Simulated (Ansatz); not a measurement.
Reaction (SMILES): S=C=S + 4 [H][H] (H2) → C (CH4) + 2 S (H2S)
B3LYP-D3(BJ)/def2-TZVP geometries, fixed; electronic energies without zero-point terms.

The energy of full hydrogenation at CCSD(T) with Ansatz (a first-principles code), in kcal/mol, split into its Hartree-Fock and correlation parts. Cores are frozen. No added dispersion term, no relativity. Functions are those of the species that has most.

```
basis        X  functions  Hartree-Fock  CCSD(T)
-----------  -  ---------  ------------  -------
cc-pV(D+d)Z  2         60        -91.39   -68.11
cc-pV(T+d)Z  3        108        -87.78   -69.85
cc-pV(Q+d)Z  4        183        -87.73   -70.56
cc-pV(5+d)Z  5        311        -87.80   -70.06
```

Worked estimate of the basis-set limit from each neighbouring pair, with Hartree-Fock from the larger set and the correlation part extrapolated as X^-3.
Correlation parts: X = 2: 23.28, X = 3: 17.93, X = 4: 17.17, X = 5: 17.74.
- (2,3): (27·(17.93) - 8·(23.28))/19 = 15.68; with Hartree-Fock -87.78 the estimate is -72.10 kcal/mol.
- (3,4): (64·(17.17) - 27·(17.93))/37 = 16.62; with Hartree-Fock -87.73 the estimate is -71.11 kcal/mol.
- (4,5): (125·(17.74) - 64·(17.17))/61 = 18.34; with Hartree-Fock -87.80 the estimate is -69.46 kcal/mol.
The last two estimates differ by 1.65 kcal/mol; the largest set lies 0.60 from the last. Over the last step Hartree-Fock moves by -0.07 and the correlation part by 0.57.
